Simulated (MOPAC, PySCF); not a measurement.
H2O, SMILES `O`, neutral singlet in the gas phase. 

Z-matrix (Å, degrees):
```
O
H 1 0.9667
H 1 0.9667 2 103.09
```
Charge 0, multiplicity 1.

All levels are single points at this geometry (B3LYP-D3(BJ)/def2-SVP); Pople sets use spherical d functions. Orbital energies aren't observables, and empty levels follow the basis.

AM1 in MOPAC gives dipole (D) = 1.87.

Q: Estimate the dipole (D) from each of these levels: B3LYP-D3(BJ)/def2-TZVP in PySCF; PBE-D3(BJ)/def2-TZVP in PySCF; B3LYP/3-21G in PySCF; B3LYP/6-311+G** in PySCF; B3LYP/6-31G* in PySCF; BP86/6-31G* in PySCF; M06-2X/6-31G* in PySCF; PBE/6-31G* in PySCF; HF/6-31G* in PySCF; PM3 in MOPAC; PM6 in MOPAC; PM7 in MOPAC.

A: 
| level | dipole (D) |
|---|---|
| B3LYP-D3(BJ)/def2-TZVP in PySCF | 2.10 |
| PBE-D3(BJ)/def2-TZVP in PySCF | 2.05 |
| B3LYP/3-21G in PySCF | 2.27 |
| B3LYP/6-311+G** in PySCF | 2.19 |
| B3LYP/6-31G* in PySCF | 2.10 |
| BP86/6-31G* in PySCF | 2.08 |
| M06-2X/6-31G* in PySCF | 2.16 |
| PBE/6-31G* in PySCF | 2.06 |
| HF/6-31G* in PySCF | 2.25 |
| PM3 in MOPAC | 1.77 |
| PM6 in MOPAC | 2.15 |
| PM7 in MOPAC | 2.17 |
